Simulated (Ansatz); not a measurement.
Computed with Ansatz.

A structure relaxed at PBE0-D4/def2-TZVP, charge 0, multiplicity 1:

```tsv
atom	x (Å)	y (Å)	z (Å)
B1	-0.516	0.392	-0.215
N2	0.530	-0.403	0.221
H3	-0.336	1.132	-1.139
H4	-1.572	0.319	0.343
H5	0.450	-1.047	0.990
H6	1.444	-0.393	-0.201
```

(1) Give its formula and SMILES.

(2) Point group (tolerance 0.08 Å, 0.16 Å for H)?

(3) Summarise the bond lengths by kind.

Answers

(1) BH4N, `BN`.

(2) C2v.

(3) 1 × B–N 1.385 Å; 2 × B–H 1.197 Å; 2 × H–N 1.006 Å.
